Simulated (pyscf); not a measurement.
Single points on ωB97X-D3(BJ)/def2-SVP structures (PySCF, gas phase). Correlated levels are frozen-core, on RHF or UHF. ΔMP2 is the change of the MP2 total energy from the triple- to the quadruple-zeta basis.

**Question.** `[CH2][CH3]` [doublet] + `[NH3]` → `[CH3][CH3]` + `[NH2]` [doublet]
Surface: doublet. Broken: H–N. Formed: C–H. Give ΔE‡ and ΔE from CCSD(T)/def2-TZVPP + ΔMP2(QZVPP), relative to the separated reactants.

**Answer.** ΔE‡ = 75.1 kJ/mol, ΔE = +25.4 kJ/mol. Zero-point energy shifts the barrier by -1.9 kJ/mol. It is a hydrogen abstraction, with an imaginary mode of 1790i cm⁻¹. One saddle was located; it need not be the lowest between these sides. The angle at the transferred H is 166°. The CCSD(T) − MP2 part came from Ansatz, without density fitting, on the same reference.
